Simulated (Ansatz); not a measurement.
`C/C(F)=C(/C)F`. Charge 0, multiplicity 1.

| atom | x (Å) | y (Å) | z (Å) |
| --- | --- | --- | --- |
| C1 | -0.548 | -1.529 | -1.093 |
| C2 | -0.242 | -0.617 | 0.026 |
| F3 | -0.503 | -1.139 | 1.244 |
| C4 | 0.242 | 0.617 | -0.026 |
| C5 | 0.548 | 1.529 | 1.093 |
| F6 | 0.503 | 1.139 | -1.244 |
| H7 | -1.606 | -1.806 | -1.083 |
| H8 | 0.038 | -2.449 | -1.007 |
| H9 | -0.317 | -1.053 | -2.044 |
| H10 | -0.038 | 2.449 | 1.007 |
| H11 | 1.606 | 1.807 | 1.082 |
| H12 | 0.318 | 1.053 | 2.044 |

Q: List the harmonic frequencies (cm⁻¹, unscaled) at PBE0-D4/def2-TZVP in Ansatz. (Best estimate.)

A: The calculation gave: 160, 175, 178, 231, 347, 375, 451, 544, 546, 733, 953, 1000, 1048, 1068, 1162, 1240, 1303, 1405, 1423, 1466, 1466, 1471, 1479, 1835, 3050, 3050, 3107, 3108, 3170, 3170.

Q: Is this a minimum?

A: Yes, all 30 modes are real.

Q: Give the ideal-gas thermochemistry at 298.15 K and 1 bar (rigid rotor, harmonic oscillator; point group C2h, symmetry number 2).

A: Zero-point energy 243.5 kJ/mol; H(298) − E = 264.0 kJ/mol; entropy 330.5 J/(mol·K), of which translation 165.3, rotation 106.2, vibration 59.1; G(298) − E = 165.4 kJ/mol.
